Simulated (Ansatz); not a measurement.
# BFH2O: the cost of one run

Program: Ansatz 0.2.0. Level of theory: RKS CAM-B3LYP/cc-pVDZ. These are calculated values, not measurements.

## Step 1: Starting point

Bond lengths: B1–H2 1.190 Å, B1–F3 1.320 Å, B1–O4 1.410 Å, O4–H5 1.010 Å. Angles: H2–B1–F3 120.0°, H2–B1–O4 120.0°, F3–B1–O4 120.0°, B1–O4–H5 109.5°.

Structure file:

```xyz
5

B     0.0000    0.0000    0.0000
H     0.0000    0.0000    1.1900
F     1.1431    0.0000   -0.6600
O    -1.2211    0.0000   -0.7050
H    -1.7308   -0.8467   -0.4965
```

## Step 2: Preparing the start

input.yaml

```yaml
crystal:
  periodic: [false, false, false]
  atoms:
    - { symbol: B, position_ang: [0.0, 0.0, 0.0] }
    - { symbol: H, position_ang: [0.0, 0.0, 1.19] }
    - { symbol: F, position_ang: [1.1431, 0.0, -0.66] }
    - { symbol: O, position_ang: [-1.2211, 0.0, -0.705] }
    - { symbol: H, position_ang: [-1.7308, -0.8467, -0.4965] }
basis:
  gaussian: { orbitals: cc-pVDZ }
hamiltonian:
  xc: cam_b3lyp
relax:
  f_tol: 0.02
  max_steps: 40
```

Started as:

```console
> ansatz run input.yaml --threads 1 --pin off --max-ram 2048MiB --backend cpu --events-out ev --progress --plain --runs-dir out
```

Q: Estimate wall time and peak memory on 1 thread of Arm Neoverse V1, shared host.

About 12 s, with a peak of 0.12 GiB.
